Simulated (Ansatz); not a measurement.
[CH3···H···N], quartet in cc-pVDZ: errors against UCCSDT(Q)

Geometry: a point of a hydrogen-transfer path between rigid fragments, not a stationary point.

```csv
atom,x (Å),y (Å),z (Å)
C,-1.2603,0.0000,0.0000
H,-1.6235,1.0273,0.0000
H,-1.6235,-0.5137,0.8897
H,-1.6235,-0.5137,-0.8897
H,-0.0893,0.0000,0.0000
N,1.4377,0.0000,0.0000
```

Basis cc-pVDZ; Ansatz 0.2.0. Only valence electrons are correlated (noble-gas cores frozen), which leaves 13 electrons in 46 orbitals. Prefix R: restricted or restricted open-shell reference; prefix U: unrestricted. Active spaces: pair = (5e, 5o) about the gap.

Full CI isn't at hand for all of this; UCCSDT(Q) serves as the reference, and is uncertain by about the last step of the cluster series. The frozen core follows each run's orbitals, which can shift R against U totals by a few meV.

For open shells CISD is restricted-active-space CI with the open shells as a complete middle space.

The UHF ⟨S²⟩ is 3.762. The T1 diagnostic (RCCSD) is 0.0162. The largest doubles amplitude (RCCSD) is 0.035 and the T1 diagnostic (UCCSD) is 0.0089.

```tsv
level	E − E(RHF) (eV)
UHF	-0.1299
RMP2	-6.6612
UMP2	-6.6825
RCCSD	-7.7578
UCCSD	-7.7606
RCCSD(T)	-7.9049
UCCSD(T)	-7.9067
```

Q: Estimate how far UCCSDT(Q) in cc-pVDZ lies from RCCSD(T). The table doesn't fix it; the size of (T) and the diagnostics are the guide.

A: UCCSDT(Q) in cc-pVDZ lies 2.5 kJ/mol below RCCSD(T), which is 18 % of the (T) step (-14.2 kJ/mol). The diagnostics are small and one determinant leads, so the series closes fast and only a small part of (T) is left.

The other levels:

| level | E − E(UCCSDT(Q)) (kJ/mol) | share of correlation (%) | wall time |
| --- | --- | --- | --- |
| CISD | 69.7 | 90.89 | 25 s |
| BCCD(T) | 2.5 | 99.67 | 2.2 s |
| RCCSDT | 0.8 | 99.89 | – |
| UCCSDT | 0.6 | 99.92 | – |
| RCCSDT(Q) | 0.2 | 99.98 | 65 s |
| CASSCF (pair space) | 718.6 | 6.09 | – |
| NEVPT2 (pair space) | 122.1 | 84.05 | 0.75 s |
| MRCISD (pair space) | 63.1 | 91.76 | – |
| MRCISD+Q (pair space) | 4.8 | 99.37 | 1.5 s |

The correlation energy at UCCSDT(Q), counted from RHF, is -7.931 eV. That run took 54 s on 1 thread of Intel Xeon Platinum 8259CL, shared host.

Times hold each run's SCF and search for its determinant on a shared host, so for small cases they say little of a method's own cost; they ran on 1 thread of Intel Xeon Platinum 8259CL.
